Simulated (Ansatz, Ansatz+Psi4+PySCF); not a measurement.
```xyz
5

C     0.0000    0.0000   -1.0298
Cl    0.0000    0.0000    0.6035
H     0.0000   -0.9537   -1.3603
H    -0.8259    0.4768   -1.3603
H     0.8259    0.4768   -1.3603
```

Basis set: cc-pVTZ (spherical functions). Correlated methods keep 6 orbitals frozen. Charge 0, multiplicity 1.

Computed with Ansatz (development build ahead of 0.2.0); each method stands on the lowest determinant of its kind that the runs found. Restricted open shells among the atoms or ions are ROHF, correlated in semicanonical orbitals with singles.

**Question.** Give the atomization energy at this shape (free ground-state atoms in the same class of orbitals less the molecule, no zero-point energy) of singlet CH3Cl by RHF-MP2, RHF.

**Answer.**

```
 method  atomization energy
RHF-MP2            16.16 eV
    RHF            12.47 eV
```

Caution: the shape is not the minimum.
